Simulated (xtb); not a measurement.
C4H4N, charge +2, doublet, geometry from GFN2-xTB of the parent state (a state made from the parent by changing its charge; the spin is typed, not shown lowest); GFN0-xTB (xtb).

The xtb input:
```
$ xtb mol.xyz --gfn 0 --chrg 2 --uhf 1 --json

# file mol.xyz
9

H     -0.00306512     0.07735829     2.15139521
N     -0.00173582     0.06478905     1.14577413
C     -0.00544177     1.14296516     0.34032033
C      0.00416020    -1.05198339     0.35633521
C     -0.00219146     0.77883833    -0.96507126
C      0.00402130    -0.64308464    -0.94873942
H      0.00794089    -2.03683772     0.77993376
H     -0.00387345     1.41173950    -1.82730995
H      0.00785878    -1.26619621    -1.82150703
```

The log (banner, timings and long lists left out):

```
   ID    Z sym.   atoms
    1    1 H      1, 7-9
    2    7 N      2
    3    6 C      3-6

           -------------------------------------------------
          |                Calculation Setup                |
           -------------------------------------------------

           -------------------------------------------------
          |                 G F N 0 - x T B                 |
           -------------------------------------------------

          ...................................................
          :                      SETUP                      :
          :.................................................:
          :  # basis functions                  28          :
          :  # atomic orbitals                  28          :
          :  # shells                           18          :
          :  # electrons                        23          :
          :  electronic temp.          300.0000000     K    :
          :  accuracy                    1.0000000          :
          :  -> integral cutoff          0.2500000E+02      :
          :  -> integral neglect         0.1000000E-07      :
          ...................................................

         :::::::::::::::::::::::::::::::::::::::::::::::::::::
         ::                     SUMMARY                     ::
         :::::::::::::::::::::::::::::::::::::::::::::::::::::
         :: total energy              -9.682237709750 Eh    ::
         :: gradient norm              0.111305947000 Eh/a0 ::
         :: HOMO-LUMO gap              0.517624884613 eV    ::
         ::.................................................::
         :: H0 energy                -12.909000773273 Eh    ::
         :: repulsion energy           0.233340140909 Eh    ::
         :: electrostat energy         3.019483957177 Eh    ::
         :: -> Gsolv                   0.000000000000 Eh    ::
         ::    -> Gsasa                0.000000000000 Eh    ::
         ::    -> Gshift               0.000000000000 Eh    ::
         :: dispersion energy         -0.001610880060 Eh    ::
         :: short-range corr.         -0.024450154502 Eh    ::
         :: add. restraining           0.000000000000 Eh    ::
         :: total charge               2.000000000000 e     ::
         :::::::::::::::::::::::::::::::::::::::::::::::::::::

           -------------------------------------------------
          |                Property Printout                |
           -------------------------------------------------

    * Orbital Energies and Occupations

         #    Occupation            Energy/Eh            Energy/eV
      -------------------------------------------------------------
         1        2.0000           -0.7232368             -19.6803
         2        2.0000           -0.6453244             -17.5602
         3        2.0000           -0.6267063             -17.0535
         4        2.0000           -0.5999921             -16.3266
         5        2.0000           -0.5942694             -16.1709
         6        2.0000           -0.5661447             -15.4056
         7        2.0000           -0.5260834             -14.3155
         8        2.0000           -0.5206910             -14.1687
         9        2.0000           -0.5110653             -13.9068
        10        2.0000           -0.5033493             -13.6968
        11        1.9997           -0.4302603             -11.7080
        12        1.0002           -0.4147542             -11.2860 (HOMO)
        13        0.0000           -0.3957318             -10.7684 (LUMO)
        14                         -0.2334746              -6.3532
        15                         -0.2011418              -5.4733
        16                         -0.1433893              -3.9018
        17                         -0.1230524              -3.3484
        18                         -0.1185533              -3.2260
        19                         -0.1033056              -2.8111
        20                          0.0898531               2.4450
        21                          0.1076108               2.9282
        22                          0.1412098               3.8425
        23                          0.2040926               5.5536
       ...                                ...                  ...
        28                          0.6777441              18.4424
      -------------------------------------------------------------
                  HL-Gap            0.0190224 Eh            0.5176 eV
             Fermi-level            0.0000000 Eh            0.0000 eV

     #   Z          covCN         q      C6AA      α(0)
     1   1 H        0.860     0.602     0.238     0.765
     2   7 N        2.805    -0.682    36.963     9.103
     3   6 C        2.177     0.637    18.920     7.025
     4   6 C        3.048     0.346    22.238     7.711
     5   6 C        3.028    -0.011    29.754     8.920
     6   6 C        3.093     0.029    28.685     8.752
     7   1 H        0.926     0.327     0.633     1.244
     8   1 H        0.927     0.384     0.507     1.113
     9   1 H        0.926     0.368     0.539     1.148

 Mol. C6AA /au·bohr⁶  :        821.749729
 Mol. C8AA /au·bohr⁸  :      20981.269397
 Mol. α(0) /au        :         45.780563

Wiberg/Mayer (AO) data.
largest (>0.10) Wiberg bond orders for each atom

 ---------------------------------------------------------------------------
     #   Z sym  total        # sym  WBO       # sym  WBO       # sym  WBO
 ---------------------------------------------------------------------------
     1   1 H    0.965 --     2 N    0.941
     2   7 N    3.644 --     3 C    1.349     4 C    1.169     1 H    0.941
     3   6 C    3.120 --     5 C    1.380     2 N    1.349     4 C    0.192
                             6 C    0.163
     4   6 C    3.728 --     6 C    1.324     2 N    1.169     7 H    0.971
                             3 C    0.192
     5   6 C    3.942 --     6 C    1.420     3 C    1.380     8 H    0.973
     6   6 C    3.958 --     5 C    1.420     4 C    1.324     9 H    0.966
                             3 C    0.163
     7   1 H    0.987 --     4 C    0.971
     8   1 H    0.987 --     5 C    0.973
     9   1 H    0.986 --     6 C    0.966
 ---------------------------------------------------------------------------

Topologies differ in total number of bonds
Writing topology from bond orders to xtbtopo.mol

 dipole moment from electron density (au)
     X       Y       Z
  -0.0098   1.7272   1.7277  total (Debye):    6.210

           -------------------------------------------------
          | TOTAL ENERGY               -9.682237709750 Eh   |
          | GRADIENT NORM               0.111305947000 Eh/α |
          | HOMO-LUMO GAP               0.517624884613 eV   |
           -------------------------------------------------

normal termination of xtb
```
